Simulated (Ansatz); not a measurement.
Species: AlCl2, charge 0, doublet. AlCl2 (SMILES [Cl][Al][Cl], doublet).
B3LYP-D3(BJ)/def2-TZVP minimum from Ansatz (an electronic-structure program):
```xyz
3

Al    -0.0038     0.7767     0.0269
Cl     1.8221    -0.2876    -0.0212
Cl    -1.8191    -0.3063     0.0006
```
Charge 0, spin multiplicity 2.

Hartree-Fock and CCSD correlation energies in hartree (Ansatz). UHF or UKS for unpaired electrons; spin-orbit terms are left out. Cores are frozen in correlated methods. No relativity.

```tsv
basis	X	E(HF)	E(corr, CCSD)
cc-pV(T+d)Z	3	-1161.09409	-0.45818
cc-pV(Q+d)Z	4	-1161.10373	-0.49926
cc-pV(5+d)Z	5	-1161.10536	withheld
```

Q: Fit E(corr) = E∞ + A/X³ to X = 3 and 4, predict X = 5, and compare with the run.

A: A = (-0.45818 - (-0.49926))/(1/27 - 1/64) = 1.9185; E∞ = -0.49926 - A/64 = -0.52924; at X = 5, E∞ + A/125 = -0.51389. The run gave -0.51278, 1.11 mEh above the prediction. The same form on X = 4 and 5 gives E∞ = -0.52696, 2.27 mEh above the first estimate.
